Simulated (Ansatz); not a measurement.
Ideal-gas functions of C$_{2}$H$_{5}$Al (`C=[CH][AlH2]`) at 600 K and 1 bar, from an Ansatz frequency run at PBE0-D4/def2-TZVP.

Molar mass 56.04 g/mol, point group Cs (symmetry number 1), electronic degeneracy 1, moments of inertia 13.348, 93.713, 107.061 u Å². Harmonic wavenumbers (cm⁻¹, unscaled): 157, 203, 416, 519, 624, 652, 783, 1004, 1021, 1066, 1284, 1437, 1639, 1917, 1924, 3106, 3127, 3185.

Use S(trans) = R[1.5 ln M + 2.5 ln T − 1.1517]; rotational temperatures θ = 24.2544 K / I; S(rot) = R[ln(√π/σ · √(T³/θAθBθC)) + 1.5]; for each mode x = 1.438777 ν̃/T, S = R[x/(eˣ − 1) − ln(1 − e⁻ˣ)] and H = RT x/(eˣ − 1); 1 cm⁻¹ = 0.0119627 kJ/mol; R = 8.31446 J/(mol·K).

Problem. By hand: the entropy, in J/(mol·K).

Solution. Translation 173.6. Rotation: θ = 1.8171, 0.2588, 0.2265 K, giving 106.3. Vibration, mode by mode: 16.49, 14.38, 8.67, 7.01, 5.70, 5.40, 4.20, 2.77, 2.68, 2.46, 1.63, 1.21, 0.82, 0.47, 0.47, 0.04, 0.04, 0.03, in all 74.5. Electronic 0.0. Sum 354.4 J/(mol·K).

Problem. By hand: H − E and G − E in kJ/mol, counted from the electronic energy.

Solution. Zero-point energy ½ × 24064 × 0.0119627 = 143.9; thermal vibration 25.0; translation, rotation and pV give 4 RT = 20.0. H − E = 188.9 kJ/mol, and G − E = 188.9 − 600 × 354.4/1000 = -23.7 kJ/mol.

Vibration gives 21 % of the entropy.
